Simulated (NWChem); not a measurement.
System: C$_{2}$H$_{4}$O$_{2}$, triplet; SMILES of the neutral closed-shell parent C(=O)(O)C

Excerpt of the output:

```
             Northwest Computational Chemistry Package (NWChem) 7.3.0
             --------------------------------------------------------

 C1  symmetry detected

                             Geometry "geometry" -> ""
                             -------------------------

 Output coordinates in angstroms (scale by  1.889725989 to convert to a.u.)

  No.       Tag          Charge          X              Y              Z
 ---- ---------------- ---------- -------------- -------------- --------------
    1 C                    6.0000    -0.28628426     1.36709378    -0.05020308
    2 C                    6.0000     0.04344703    -0.04710743     0.30556652
    3 O                    8.0000    -0.86104545    -1.03033952     0.01207347
    4 O                    8.0000     1.27449003    -0.43820154    -0.04048739
    5 H                    1.0000     0.44298507     2.06882790     0.37904329
    6 H                    1.0000    -0.30835924     1.51583113    -1.14855710
    7 H                    1.0000    -1.28100031     1.60248320     0.35550748
    8 H                    1.0000    -0.70415881    -1.35873185    -0.89086295

 Effective nuclear repulsion energy (a.u.)     118.6027342053

                                 NWChem DFT Module
                                 -----------------

 Summary of "ao basis" -> "ao basis" (spherical)
 ------------------------------------------------------------------------------
       Tag                 Description            Shells   Functions and Types
 ---------------- ------------------------------  ------  ---------------------
 C                           6-31g*                  6       14   3s2p1d
 O                           6-31g*                  6       14   3s2p1d
 H                           6-31g*                  2        2   2s

            General Information
            -------------------
          SCF calculation type: DFT
          Wavefunction type:  spin polarized.
          No. of atoms     :     8
          No. of electrons :    32
           Alpha electrons :    17
            Beta electrons :    15
          Charge           :     0
          Spin multiplicity:     3
          Use of symmetry is: off; symmetry adaption is: off
          Maximum number of iterations: 150
          AO basis - number of functions:    64
                     number of shells:    32
          Convergence on energy requested:  1.00D-06
          Convergence on density requested:  1.00D-05
          Convergence on gradient requested:  5.00D-04

              XC Information
              --------------
                         PBE0 Method XC Functional
                     Hartree-Fock (Exact) Exchange  0.250
          PerdewBurkeErnzerhof Exchange Functional  0.750
            Perdew 1991 LDA Correlation Functional  1.000 local
           PerdewBurkeErnz. Correlation Functional  1.000 non-local

             Grid Information
             ----------------
          Grid used for XC integration:  medium
          Radial quadrature: Mura-Knowles
          Angular quadrature: Lebedev.
          Tag              B.-S. Rad. Rad. Pts. Rad. Cut. Ang. Pts.
          ---              ---------- --------- --------- ---------
          C                   0.70       49           8.0       434
          O                   0.60       49           9.0       434
          H                   0.35       45          10.0       434
          Grid pruning is: on
          Number of quadrature shells:   376
          Spatial weights used:  Erf1

      Superposition of Atomic Density Guess
      -------------------------------------

 Sum of atomic energies:        -226.82214292

      Non-variational initial energy
      ------------------------------

 Total energy =    -228.385497
 1-e energy   =    -544.585623
 2-e energy   =     197.597392
 HOMO         =      -0.369147
 LUMO         =      -0.051318

     ---------------------------------------------
      Total Density - Mulliken Population Analysis
     ---------------------------------------------

    Atom       Charge   Shell Charges
 -----------   ------   -------------------------------------------------------
    1 C    6     6.61   2.00  0.72  1.97  0.68  1.21  0.03
    2 C    6     5.32   2.00  0.68  1.52  0.46  0.57  0.09
    3 O    8     8.77   2.00  0.93  3.00  0.91  1.91  0.02
    4 O    8     8.50   2.00  0.97  2.79  0.97  1.77  0.02
    5 H    1     0.76   0.46  0.30
    6 H    1     0.80   0.46  0.34
    7 H    1     0.73   0.44  0.29
    8 H    1     0.50   0.36  0.14

     --------------------------------------------
      Spin Density - Mulliken Population Analysis
     --------------------------------------------

    Atom       Charge   Shell Charges
 -----------   ------   -------------------------------------------------------
    1 C    6     0.16   0.00  0.01  0.11 -0.01  0.04  0.01
    2 C    6     0.73   0.00  0.03  0.35  0.10  0.23  0.01
    3 O    8     0.14   0.00  0.01  0.10 -0.01  0.03  0.00
    4 O    8     0.78   0.00  0.00  0.50 -0.00  0.28  0.00
    5 H    1     0.00   0.00 -0.00
    6 H    1     0.08   0.02  0.06
    7 H    1     0.05   0.03  0.02
    8 H    1     0.06   0.02  0.04

   convergence    iter        energy       DeltaE   RMS-Dens  Diis-err
 ---------------- ----- ----------------- --------- --------- ---------
 d= 0,ls=0.0,diis     1   -228.5754385167 -3.47D+02  8.23D-03  1.60D-01
                                                     7.43D-03  1.57D-01
 d= 0,ls=0.0,diis     2   -228.5857350310 -1.03D-02  4.64D-03  2.12D-01
                                                     3.99D-03  1.89D-01
 d= 0,ls=0.0,diis     3   -228.6651495167 -7.94D-02  9.70D-04  7.21D-03
                                                     1.11D-03  8.90D-03
 d= 0,ls=0.0,diis     4   -228.6689809696 -3.83D-03  7.09D-04  1.42D-03
                                                     4.62D-04  8.06D-04
 d= 0,ls=0.0,diis     5   -228.6694638558 -4.83D-04  1.94D-04  3.43D-04
                                                     2.44D-04  4.58D-04
  Resetting Diis
 d= 0,ls=0.0,diis     6   -228.6696707735 -2.07D-04  7.67D-05  3.24D-05
                                                     1.56D-04  3.25D-05
 d= 0,ls=0.0,diis     7   -228.6697065655 -3.58D-05  6.43D-05  5.09D-06
                                                     6.13D-05  5.17D-06
 d= 0,ls=0.0,diis     8   -228.6697121069 -5.54D-06  2.41D-05  3.64D-06
                                                     2.99D-05  4.21D-06
 d= 0,ls=0.0,diis     9   -228.6697146832 -2.58D-06  1.38D-05  6.08D-07
                                                     2.79D-05  7.44D-07
 d= 0,ls=0.0,diis    10   -228.6697158689 -1.19D-06  1.12D-05  3.12D-07
                                                     2.96D-05  3.67D-07
 d= 0,ls=0.0,diis    11   -228.6697165048 -6.36D-07  2.18D-06  2.27D-08
                                                     5.63D-06  2.13D-08

         Total DFT energy =     -228.669716504797
      One electron energy =     -546.830936472920
           Coulomb energy =      228.784593471993
    Exchange-Corr. energy =      -29.226107709182
 Nuclear repulsion energy =      118.602734205313

 Numeric. integr. density =       32.000001712385

                    DFT Final Alpha Molecular Orbital Analysis
                    ------------------------------------------

 Vector   15  Occ=1.000000D+00  E=-3.763704D-01
              MO Center=  1.5D-01, -5.8D-01,  2.7D-02, r^2= 2.1D+00
   Bfn.  Coefficient  Atom+Function         Bfn.  Coefficient  Atom+Function
  ----- ------------  ---------------      ----- ------------  ---------------
    31      0.335967  3 O  px                46      0.316309  4 O  py
    47      0.269704  4 O  pz                45      0.254068  4 O  px
    35      0.234062  3 O  px                50      0.201014  4 O  py
    33     -0.198721  3 O  pz                32      0.182100  3 O  py
    51      0.177148  4 O  pz                49      0.174451  4 O  px

 Vector   16  Occ=1.000000D+00  E=-3.418283D-01
              MO Center= -5.6D-01, -6.4D-01,  2.1D-02, r^2= 1.7D+00
   Bfn.  Coefficient  Atom+Function         Bfn.  Coefficient  Atom+Function
  ----- ------------  ---------------      ----- ------------  ---------------
    32     -0.414953  3 O  py                31      0.380581  3 O  px
    36     -0.304581  3 O  py                35      0.279518  3 O  px
     4     -0.172697  1 C  py                45      0.171681  4 O  px
    33      0.159672  3 O  pz                37      0.124138  3 O  pz
    47     -0.124325  4 O  pz                58     -0.117328  5 H  s

 Vector   17  Occ=1.000000D+00  E=-1.845995D-01
              MO Center=  1.0D-01, -9.3D-02,  2.8D-01, r^2= 1.9D+00
   Bfn.  Coefficient  Atom+Function         Bfn.  Coefficient  Atom+Function
  ----- ------------  ---------------      ----- ------------  ---------------
    19      0.533351  2 C  pz                23      0.400854  2 C  pz
    20      0.378329  2 C  s                 47     -0.314364  4 O  pz
    51     -0.275470  4 O  pz                60      0.260101  6 H  s
     6     -0.245294  1 C  s                 34     -0.226761  3 O  s
    64      0.226764  8 H  s                 33     -0.146885  3 O  pz

 Vector   18  Occ=0.000000D+00  E= 8.693012D-02
              MO Center= -5.6D-01, -9.6D-01, -8.7D-01, r^2= 3.1D+00
   Bfn.  Coefficient  Atom+Function         Bfn.  Coefficient  Atom+Function
  ----- ------------  ---------------      ----- ------------  ---------------
    64      1.341334  8 H  s                 34     -0.847729  3 O  s
     6     -0.591312  1 C  s                 58      0.525748  5 H  s
    37      0.492582  3 O  pz                33      0.297257  3 O  pz
     8     -0.263261  1 C  py                62      0.248359  7 H  s
    60      0.213718  6 H  s                 30     -0.142653  3 O  s

[...]
```

Level: PBE0/6-31G* (spherical d), spin-unrestricted. Structure relaxed at the PBE0/def2-SVP, spin-unrestricted level. The spin multiplicity was typed, not searched, and may not be the lowest. No stability test was run on the SCF state.

Question: Which NWChem input produces such a log?

Answer: Several could match; the one computed here: the input that was run:
```
start job
memory heap 200 mb stack 900 mb global 1100 mb
geometry units angstroms noautoz
  C     -0.841968     1.067594    -0.022443
  C      0.088927    -0.056006     0.303467
  O     -0.306349    -1.338863     0.040741
  O      1.350060     0.127408    -0.101598
  H     -0.474784     2.022083     0.380848
  H     -0.976238     1.180299    -1.117094
  H     -1.820053     0.848203     0.429980
  H     -0.062348    -1.574834    -0.871690
end
basis spherical
  C library 6-31g*
  O library 6-31g*
  H library 6-31g*
end
dft
  odft
  mult 3
  xc pbe0
  iterations 150
  mulliken
end
task dft energy
```
